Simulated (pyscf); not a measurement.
`[OH][PH]` [doublet] + `[H][H]` → `[O][PH2]` [doublet] + `[H][H]` (concerted two-bond exchange; doublet surface; H–O, H–H broken, H–P, H–H formed). PySCF, gas phase, ωB97X-D3(BJ)/def2-SVP geometries. Energies in kcal/mol from the separated reactants.

```tsv
level	barrier	reaction energy
ωB97X-D3(BJ)/def2-TZVP	52.9	+6.6
PBE/def2-TZVP	39.7	+4.6
r²SCAN/def2-TZVP	?	?
B3LYP-D3(BJ)/def2-TZVP	48.9	+5.9
M06-2X/def2-TZVP	56.2	+9.9
ωB97M-D3(BJ)/def2-TZVP	?	+8.3
```

Q: Fill in the missing entries.

A: 
- r²SCAN/def2-TZVP, barrier: 43.8
- r²SCAN/def2-TZVP, reaction energy: +4.2
- ωB97M-D3(BJ)/def2-TZVP, barrier: 52.7

The functionals in the table span 16.4 kcal/mol in this barrier, from PBE to M06-2X. This is the saddle that the search found; another between the same sides may lie lower.
